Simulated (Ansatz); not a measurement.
Input for Ansatz (development build ahead of 0.2.0):

```yaml
crystal:
  periodic: [false, false, false]
  atoms:
    - { symbol: Li, position_ang: [0.0, 0.0, -1.24087] }
    - { symbol: F, position_ang: [0.0, 0.0, 0.41362] }
basis:
  gaussian: { orbitals: cc-pVTZ }
hamiltonian:
  xc: hf
correlation:
  method: mp2
  frozen_orbitals: { F: 1, Li: 0 }
```

The input is written out in the form of the current development build from the run's settings.

Results

```yaml
Converged: yes
Reference_energy: -106.97812 hartree
Correlation_energy: -0.29213 hartree
Total_energy: -107.27025 hartree
Spin_squared_of_the_determinant: 0.000
```
